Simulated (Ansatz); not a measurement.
CH₆NSi, SMILES `C[SiH]N` radical. The species carries charge 0 and has multiplicity 2.

Z-matrix (Å, degrees):
```
C
Si 1 1.876
H 1 1.092 2 110.3
H 1 1.094 2 110.5 3 120.2
H 1 1.093 2 111.2 3 -119.4
N 2 1.730 1 108.6 3 -177.7
H 2 1.497 1 111.3 3 -61.6
H 6 1.008 2 119.1 1 166.3
H 6 1.009 2 119.4 1 -53.2
```

What are the harmonic wavenumbers in cm⁻¹ at PBE0-D4/def2-TZVP (Ansatz, finite differences of forces, unscaled)? (Estimate.)

Ansatz gave: 148, 177, 271, 448, 560, 664, 679, 787, 837, 879, 892, 1262, 1443, 1447, 1583, 2151, 3043, 3127, 3138, 3590, 3683.

Is this a minimum?

Yes, all 21 modes are real.

Give the ideal-gas thermochemistry at 298.15 K and 1 bar (rigid rotor, harmonic oscillator; point group C1, symmetry number 1).

Zero-point energy 184.3 kJ/mol; H(298) − E = 201.3 kJ/mol; entropy 304.0 J/(mol·K), of which translation 160.0, rotation 98.9, vibration 39.4, electronic 5.8; G(298) − E = 110.6 kJ/mol.

Rotational constants (cm⁻¹)?

0.6826, 0.2181, 0.1768.
